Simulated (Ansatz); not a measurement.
**SiH₄O (singlet): from Hartree-Fock to the top rungs at distance O1–H3 along a hydrogen transfer = 1.163 Å, cc-pVDZ**

Aim: climb from Hartree-Fock through coupled cluster and multireference methods for SiH₄O (singlet) at one geometry and basis, and see what each rung misses.

Computed with Ansatz 0.2.0, Gaussian basis. Level: cc-pVDZ, core rule «outside noble gas», up to 6 orbitals frozen.

To be run: UHF; CCSD(T) on RHF; CCSD(T) on UHF; BCCD(T) on RHF; CISD; CCSDT(Q) on RHF; CCSDT(Q) on UHF; CASSCF and MRCISD+Q, 2 electrons in 2 orbitals; CASSCF and NEVPT2, 2 electrons in 2 orbitals.

8 further runs of the same task are left out: 1 for a mislabelled method, 6 that didn't finish, 1 set aside as unsound or not needed.

### Step 1. What is computed

The geometry derives from fragments relaxed apart (PBE0/def2-TZVP) and kept rigid, so it is no stationary point. A hydrogen atom is moved between rigid fragments.

6 atoms, charge 0, spin multiplicity 1.

Atoms are counted from 1 here; the program's logs count them from 0.

Bond lengths: O1–H2 0.960 Å, O1–H3 1.163 Å, Si4–H5 1.526 Å, Si4–H6 1.526 Å. Angles: H2–O1–H3 105.1°, H5–Si4–H6 91.2°.

### Step 2. UHF

in.yaml

```yaml
crystal:
  periodic: [false, false, false]
  atoms:
    - {symbol: O, position_ang: [-1.991629, 0.017219, 0.000000]}
    - {symbol: H, position_ang: [-2.240938, 0.943795, 0.000000]}
    - {symbol: H, position_ang: [-0.828629, 0.017219, 0.000000]}
    - {symbol: Si, position_ang: [1.120371, 0.017219, 0.000000]}
    - {symbol: H, position_ang: [1.732552, -0.857065, 1.090012]}
    - {symbol: H, position_ang: [1.732552, -0.857065, -1.090012]}
basis:
  gaussian: {orbitals: cc-pVDZ}
magnetization: {spin_polarized: true, initial_magnetization: 0}
hamiltonian: {xc: hf}
output: {orbitals: {seedname: orbitals}}
```

Command:

```
ansatz run in.yaml --threads 1 --pin off --events-out ev --progress --plain --max-ram 2393MiB
```

The runs that follow: CCSD(T) on RHF; CCSD(T) on UHF; BCCD(T) on RHF; CISD; CCSDT(Q) on RHF; CCSDT(Q) on UHF; CASSCF and MRCISD+Q, 2 electrons in 2 orbitals; CASSCF and NEVPT2, 2 electrons in 2 orbitals.

Q: Predict the results of all the runs planned. Wanted: RCCSDT(Q) below the RHF energy; RMP2 from RCCSDT(Q); UMP2 from RCCSDT(Q); RCCSD from RCCSDT(Q); RCCSD(T) from RCCSDT(Q); UCCSD(T) from RCCSDT(Q); UCCSDT(Q) from RCCSDT(Q); T1 diagnostic.

The runs gave:

| quantity | value |
| --- | --- |
| RCCSDT(Q) below the RHF energy | -9.5677 eV |
| RMP2 from RCCSDT(Q) | +118.1 kJ/mol |
| UMP2 from RCCSDT(Q) | +139.2 kJ/mol |
| RCCSD from RCCSDT(Q) | +25.8 kJ/mol |
| RCCSD(T) from RCCSDT(Q) | +5.1 kJ/mol |
| UCCSD(T) from RCCSDT(Q) | +7.7 kJ/mol |
| UCCSDT(Q) from RCCSDT(Q) | +0.1 kJ/mol |
| levels within 1 kcal/mol (43 meV) | RCCSDT, UCCSDT, UCCSDT(Q) |
| T1 diagnostic | 0.014 |

What this shows: RCCSD(T) misses by +5.1 kJ/mol, 0.5 % of the correlation energy. CCSD(T) misses by +5.1 kJ/mol on the restricted determinant and by +7.7 kJ/mol on the unrestricted one; the two need not hold the same state or core. These misses are within one basis, not against nature.
